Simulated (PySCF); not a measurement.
Isomers of C3H4S, one GFN2-xTB conformer each. Single-point energies are computed at PBE0/pcSseg-1 (PySCF, gas phase, no added dispersion term), electronic only.

```tsv
SMILES	GFN2-xTB relative energy (kcal/mol)
C=CC=S	0.0
C#CCS	11.3
```

Conformers: `[CH2:1]=[CH:2][CH:3]=[S:4]` with C1–C2–C3–S4 180°; `[CH:1]#[C:2][CH2:3][SH:4]` with C2–C3–S4–H -56°.

What does PBE0/pcSseg-1 give for the same structures?

```json
{"SMILES": "C=CC=S", "PBE0/pcSseg-1 E (Eh)": "-514.55380", "PBE0/pcSseg-1 (kcal/mol)": "0.0", "GFN2-xTB (kcal/mol)": "0.0", "point group": "Cs"}
{"SMILES": "C#CCS", "PBE0/pcSseg-1 E (Eh)": "-514.51860", "PBE0/pcSseg-1 (kcal/mol)": "22.1", "GFN2-xTB (kcal/mol)": "11.3", "point group": "–"}
```

Both levels put the same isomer lowest. As drawn, the lower has a C=S bond and a C=C bond outside aromatic rings, which the higher lacks; the higher has a C≡C bond and an S–H bond, which the lower lacks.

Which frontier levels, dipoles and rotational constants go with these structures?

| SMILES | HOMO (eV, PBE0/pcSseg-1) | LUMO (eV) | dipole (D) | A, B, C (MHz) |
| --- | --- | --- | --- | --- |
| C=CC=S | -6.54 | -2.80 | 3.01 | 46587, 2835, 2672 |
| C#CCS | -7.05 | 0.03 | 1.30 | 20911, 3167, 2835 |
